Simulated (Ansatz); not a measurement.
## Active spaces for SF, doublet

Calculated in Ansatz's Gaussian-basis code. Basis pcseg-2, nonrelativistic, 6 orbitals frozen in the corrections. State-specific CASSCF; RHF is the lowest restricted (open-shell) Hartree–Fock solution met. Letters tell apart solutions met in one space. Solutions may break the symmetry of the shape. The lowest solution met needn't be the lowest there is, nor hold the orbitals that a chemist would pick.

Geometry: bond length 1.6010 Å.

CASSCF less RHF, in eV, and natural occupations:

| CAS | CASSCF | occupations |
| --- | --- | --- |
| (13,9) a | -1.788 | 2.00, 2.00, 2.00, 1.99, 1.99, 1.97, 1.01, 0.03, 0.02 |
| (13,9) b | -1.751 | 2.00, 2.00, 2.00, 2.00, 1.98, 1.97, 1.00, 0.03, 0.01 |

(1) What totals less RHF do the corrections give on each solution?

(2) In CAS(13,9), is the solution lowest in CASSCF also lowest after SC-NEVPT2?

(3) Roughly how much CPU time does a whole run from the default start take (median of such runs, summed over threads; nearly all runs on one pinned thread of a shared server, mostly Xeon at 2.3 to 2.6 GHz, by a development driver)?

Answers

(1) 

| CAS | SC-NEVPT2 |
| --- | --- |
| (13,9) a | -9.556 |
| (13,9) b | -9.568 |

(2) No: (13,9) b is lowest after SC-NEVPT2, 0.01 eV under (13,9) a, which leads in CASSCF.

(3) CAS(13,9) a: about 15 s. Other jobs ran beside these, and the count of passes differs.
